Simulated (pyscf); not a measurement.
Addition: ketene (H₂C=C=O) + H atom (H•) -> H₂C=C•–OH

Gas phase, doublet surface, charge 0. Bonds broken: none. Bonds formed: O3–H6. PySCF, gas phase, ωB97X-D3(BJ)/def2-SVP geometries. Correlated levels are frozen-core, on RHF or UHF. ΔMP2 is the change of the MP2 total energy from the triple- to the quadruple-zeta basis.

Transition state (Å):

```xyz
6

C      0.0253    -1.6802     0.3755
C      0.9404    -0.7509     0.2150
O      1.7059     0.1688     0.3282
H     -0.5124    -1.7331     1.3297
H     -0.2026    -2.3923    -0.4199
H      1.7365     0.8922     1.5245
```

One imaginary mode, 1869i cm⁻¹; descent along it reached the two sides named, in the forms told below.

```json
[
 {"bond": "O3–H6", "change": "forms", "reactant side (Å)": "3.7", "saddle": "1.398", "product side": "0.973"}
]
```

Electronic energies relative to the separated reactants (eV):

| level | barrier | reaction energy | reverse barrier |
|---|---|---|---|
| ωB97X-D3(BJ)/def2-TZVP | 0.80 | -0.73 | 1.53 |
| PBE/def2-TZVP | 0.42 | -0.65 | 1.08 |
| r²SCAN/def2-TZVP | 0.40 | -0.81 | 1.21 |
| B3LYP-D3(BJ)/def2-TZVP | 0.50 | -0.77 | 1.27 |
| PBE0-D3(BJ)/def2-TZVP | 0.57 | -0.79 | 1.35 |
| M06-2X/def2-TZVP | 0.74 | -0.76 | 1.50 |
| ωB97M-D3(BJ)/def2-TZVP | 0.75 | -0.69 | 1.44 |
| HF/def2-TZVP | 1.24 | -0.71 | 1.95 |
| MP2/def2-QZVPP | 1.18 | -0.32 | 1.50 |
| CCSD/def2-TZVPP | 0.82 | -0.86 | 1.68 |
| CCSD(T)/def2-TZVPP | 0.80 | -0.78 | 1.58 |
| CCSD(T)/def2-TZVPP + ΔMP2(QZVPP) | 0.78 | -0.80 | 1.59 |

With CCSD(T)/def2-TZVPP + ΔMP2(QZVPP) energies and thermal terms (ideal gas, 1 atm, RRHO with modes under 100 cm⁻¹ raised to 100, one conformer, R ln 2 for chiral ones without a mode under 150 cm⁻¹), in eV:

```
T (K)   ΔH‡   ΔG‡     ΔH     ΔG
-----  ----  ----  -----  -----
298    0.78  1.06  -0.55  -0.27
600    0.75  1.35  -0.58  +0.02
900    0.74  1.65  -0.60  +0.33
1200   0.73  1.96  -0.62  +0.64
```

On the product side the descent ends in a point that may be a rotor saddle (no frequency run), 0.14 eV over the lowest minimum found and 1.39 eV under the saddle at ωB97X-D3(BJ)/def2-TZVP. This saddle turned up in a search for another step; its sides and bond changes are read from the two ends of the descent. H₂C=C•–OH lies 1.37 eV over its isomer H₃C–C•=O (electronic energy, ωB97M-D3(BJ)/def2-TZVP). This is the saddle that the search found; another between the same sides may lie lower. The CCSD(T) − MP2 part came from Ansatz, without density fitting, on the same reference. A UHF reference is spin-contaminated (<S²> up to 0.91), which harms MP2 most.
